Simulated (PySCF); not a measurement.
## Which functional comes closest?

Molecule: SMILES C(C#C)(C)C, C5H8.

Atom-mapped SMILES (the numbers label the heavy atoms): `[CH:1]#[C:2][CH:3]([CH3:4])[CH3:5]`. Each H is labelled by its parent atom.

Geometry PBE0-D3(BJ)/def2-SVP throughout; GIAO in PySCF 2.14.0 with density-fitted response routines, gas phase, one conformer, non-relativistic; equivalent atoms averaged; basis pcSseg-2.

Reference values (measured; solution, not stated per compound (mostly CDCl3 or CCl4); Pretsch, Buehlmann, Badertscher, Structure Determination of Organic Compounds, 4th ed. (2009)): δ(C3) = 20.3 ppm, δ(C4/C5) = 22.8 ppm, δ(C2) = 89.2 ppm, δ(C1) = 67.6 ppm. Computed shifts are taken against TMS, calculated as an isolated molecule at each level.

How do the functionals HF, LDA, PBE, BLYP, BP86, OPBE, KT2, KT3, B97-D, B3LYP, PBE0, mPW1PW91, WP04, B97-2, BHandHLYP, CAM-B3LYP, wB97X-D, LC-wPBE perform against the reference? Times are CPU seconds on 1 thread of an Arm Neoverse V1, shared host; the GGAs took longer than the global hybrids here, which isn't the general rule, and the cause wasn't traced.

Results:


```tsv
functional	kind	C3	C4/C5	C2	C1	mean abs. error C	core-s
HF	Hartree–Fock	19.7	24.6	92.4	77.2	3.8	17
LDA	LDA	25.9	25.2	101.9	76.3	7.4	40
PBE	GGA	26.8	25.7	95.4	70.7	4.7	46
BLYP	GGA	27.9	26.6	94.3	67.8	4.2	48
BP86	GGA	26.8	25.7	94.7	70.3	4.4	51
OPBE	GGA	26.2	24.5	91.4	69.1	2.8	49
KT2	GGA	26.8	25.6	87.7	65.1	3.3	48
KT3	GGA	27.3	25.5	85.5	62.9	4.5	46
B97-D	GGA	27.1	25.9	90.7	66.5	3.1	46
B3LYP	global hybrid	25.9	26.0	95.1	71.4	4.6	32
PBE0	global hybrid	24.6	25.1	95.9	74.3	5.0	32
mPW1PW91	global hybrid	24.7	25.1	95.5	74.1	4.9	31
WP04	global hybrid	28.1	25.6	87.0	67.3	3.3	30
B97-2	global hybrid	25.1	25.2	92.8	71.3	3.6	30
BHandHLYP	global hybrid	23.4	25.5	95.0	74.7	4.7	29
CAM-B3LYP	range-separated hybrid	24.2	25.5	97.5	75.1	5.6	40
wB97X-D	range-separated hybrid	24.1	25.4	96.3	75.2	5.3	58
LC-wPBE	range-separated hybrid	22.1	24.1	99.9	80.8	6.8	54
```

For 13C the closest is OPBE (2.8 ppm, with B97-D practically level) and the furthest LDA (7.4 ppm). One molecule is a small sample, and vibrational and solvent effects are absent from the calculation.
